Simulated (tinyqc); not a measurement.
Inside a calculation. Method: UKS/PBE0 in the sto-6g basis, for H2O+, spin multiplicity 2. One step of it, computed by the program tinyqc.

Problem. Iteration 1: diagonalisation and new density. Diagonalise F' = X^T F X, C = X C', fill 5 alpha and 4 beta electrons from the bottom; D(s) = C_occ C_occ^T. Each column has its largest component positive (the first on a tie).

F(alpha) (hartree), order 1O 1s, 1O 2s, 1O 2px, 1O 2py, 1O 2pz, 2H 1s, 3H 1s:
```
[[-19.327093, -4.719619, 0.000000, 0.000780, -0.019162, -0.458565, -0.496847],
 [-4.719619, -2.193615, 0.000000, 0.003447, -0.139119, -0.503507, -0.535794],
 [0.000000, 0.000000, -0.489115, 0.000000, 0.000000, 0.000000, 0.000000],
 [0.000780, 0.003447, 0.000000, -0.440852, 0.001123, -0.225675, 0.237249],
 [-0.019162, -0.139119, 0.000000, 0.001123, -0.437122, -0.242168, -0.254165],
 [-0.458565, -0.503507, 0.000000, -0.225675, -0.242168, -0.631474, -0.181713],
 [-0.496847, -0.535794, 0.000000, 0.237249, -0.254165, -0.181713, -0.637486]]
```

F(beta) (hartree), order 1O 1s, 1O 2s, 1O 2px, 1O 2py, 1O 2pz, 2H 1s, 3H 1s:
```
[[-19.306706, -4.701704, 0.000000, 0.000777, -0.019120, -0.456712, -0.494847],
 [-4.701704, -2.099970, 0.000000, 0.003376, -0.138112, -0.490640, -0.521979],
 [0.000000, 0.000000, -0.162415, 0.000000, 0.000000, 0.000000, 0.000000],
 [0.000777, 0.003376, 0.000000, -0.409560, 0.001117, -0.223281, 0.234685],
 [-0.019120, -0.138112, 0.000000, 0.001117, -0.405910, -0.239785, -0.251627],
 [-0.456712, -0.490640, 0.000000, -0.223281, -0.239785, -0.628814, -0.179509],
 [-0.494847, -0.521979, 0.000000, 0.234685, -0.251627, -0.179509, -0.634457]]
```

X, order 1O 1s, 1O 2s, 1O 2px, 1O 2py, 1O 2pz, 2H 1s, 3H 1s:
```
[[-0.417938, -0.050164, 0.680001, 0.000000, 0.609690, 0.013150, 0.220468],
 [0.895267, 0.076131, -0.294557, 0.000000, 0.339449, 0.012490, 0.463655],
 [0.000000, 0.000000, 0.000000, 1.000000, 0.000000, 0.000000, 0.000000],
 [-0.071592, 0.746675, 0.006273, 0.000000, -0.004034, 0.721970, -0.012727],
 [0.436970, 0.030100, 0.690570, 0.000000, -0.581624, 0.001319, 0.243161],
 [-0.469325, -0.727540, -0.236447, 0.000000, -0.195908, 0.404995, 0.385977],
 [-0.612789, 0.636880, -0.221325, 0.000000, -0.184133, -0.384308, 0.406290]]
```

Give: F' = X^T F X; orbital energies; coefficients C; F' = X^T F X; orbital energies; coefficients C; D(alpha) after iteration 1; D(beta) after iteration 1.

Solution.

F' = X^T F X (alpha) (hartree):
```
[[-1.4556, -0.1791, 2.7591, 0.0000, 2.8310, 0.0551, 1.2438],
 [-0.1791, -0.2223, 0.3843, 0.0000, 0.4109, 0.1075, 0.1899],
 [2.7591, 0.3843, -7.1781, 0.0000, -7.7096, -0.1759, -3.8317],
 [0.0000, 0.0000, 0.0000, -0.4891, 0.0000, 0.0000, 0.0000],
 [2.8310, 0.4109, -7.7096, 0.0000, -9.2835, -0.2028, -4.5224],
 [0.0551, 0.1075, -0.1759, 0.0000, -0.2028, -0.6396, -0.1072],
 [1.2438, 0.1899, -3.8317, 0.0000, -4.5224, -0.1072, -3.3366]]
```

orbital energies (alpha) (hartree): [-19.3310, -1.1683, -0.6560, -0.5549, -0.4891, -0.2312, -0.1743]

coefficients C (alpha), order 1O 1s, 1O 2s, 1O 2px, 1O 2py, 1O 2pz, 2H 1s, 3H 1s:
```
[[0.9963, -0.2227, -0.0017, -0.1247, 0.0000, -0.0469, 0.0117],
 [0.0161, 0.8734, 0.0093, 0.6081, 0.0000, 0.2936, -0.0735],
 [0.0000, 0.0000, 0.0000, 0.0000, 1.0000, 0.0000, 0.0000],
 [-0.0001, -0.0047, 0.5482, 0.0117, 0.0000, 0.1649, 0.8696],
 [0.0020, 0.1809, 0.0001, -0.5203, 0.0000, 0.8586, -0.1598],
 [-0.0025, 0.1654, 0.5406, -0.4762, 0.0000, -0.6231, -0.4715],
 [-0.0027, 0.1760, -0.5197, -0.4731, 0.0000, -0.4242, 0.6869]]
```

F' = X^T F X (beta) (hartree):
```
[[-1.4071, -0.1759, 2.7483, 0.0000, 2.8450, 0.0544, 1.2843],
 [-0.1759, -0.2089, 0.3832, 0.0000, 0.4121, 0.1232, 0.1932],
 [2.7483, 0.3832, -7.1519, 0.0000, -7.7229, -0.1759, -3.8363],
 [0.0000, 0.0000, 0.0000, -0.1624, 0.0000, 0.0000, 0.0000],
 [2.8450, 0.4121, -7.7229, 0.0000, -9.2505, -0.2023, -4.5032],
 [0.0544, 0.1232, -0.1759, 0.0000, -0.2023, -0.6202, -0.1068],
 [1.2843, 0.1932, -3.8363, 0.0000, -4.5032, -0.1068, -3.2967]]
```

orbital energies (beta) (hartree): [-19.3102, -1.0955, -0.6439, -0.5233, -0.2085, -0.1624, -0.1539]

coefficients C (beta), order 1O 1s, 1O 2s, 1O 2px, 1O 2py, 1O 2pz, 2H 1s, 3H 1s:
```
[[0.9965, -0.2134, -0.0012, -0.1381, -0.0479, 0.0000, 0.0124],
 [0.0152, 0.8304, 0.0070, 0.6646, 0.2951, 0.0000, -0.0768],
 [0.0000, 0.0000, 0.0000, 0.0000, 0.0000, 1.0000, 0.0000],
 [-0.0001, -0.0052, 0.5197, 0.0151, 0.1739, 0.0000, 0.8852],
 [0.0019, 0.1932, 0.0016, -0.4896, 0.8724, 0.0000, -0.1677],
 [-0.0024, 0.2023, 0.5618, -0.4750, -0.6080, 0.0000, -0.4528],
 [-0.0026, 0.2149, -0.5354, -0.4758, -0.4094, 0.0000, 0.6709]]
```

D(alpha) after iteration 1, order 1O 1s, 1O 2s, 1O 2px, 1O 2py, 1O 2pz, 2H 1s, 3H 1s:
```
[[1.0578, -0.2543, 0.0000, -0.0015, 0.0266, 0.0191, 0.0180],
 [-0.2543, 1.1328, 0.0000, 0.0081, -0.1584, -0.1401, -0.1389],
 [0.0000, 0.0000, 1.0000, 0.0000, 0.0000, 0.0000, 0.0000],
 [-0.0015, 0.0081, 0.0000, 0.3007, -0.0069, 0.2900, -0.2913],
 [0.0266, -0.1584, 0.0000, -0.0069, 0.3034, 0.2777, 0.2779],
 [0.0191, -0.1401, 0.0000, 0.2900, 0.2777, 0.5463, -0.0266],
 [0.0180, -0.1389, 0.0000, -0.2913, 0.2779, -0.0266, 0.5250]]
```

D(beta) after iteration 1, order 1O 1s, 1O 2s, 1O 2px, 1O 2py, 1O 2pz, 2H 1s, 3H 1s:
```
[[1.0576, -0.2539, 0.0000, -0.0017, 0.0283, 0.0194, 0.0180],
 [-0.2539, 1.1315, 0.0000, 0.0093, -0.1649, -0.1438, -0.1415],
 [0.0000, 0.0000, 0.0000, 0.0000, 0.0000, 0.0000, 0.0000],
 [-0.0017, 0.0093, 0.0000, 0.2703, -0.0076, 0.2837, -0.2865],
 [0.0283, -0.1649, 0.0000, -0.0076, 0.2770, 0.2725, 0.2736],
 [0.0194, -0.1438, 0.0000, 0.2837, 0.2725, 0.5821, -0.0313],
 [0.0180, -0.1415, 0.0000, -0.2865, 0.2736, -0.0313, 0.5591]]
```
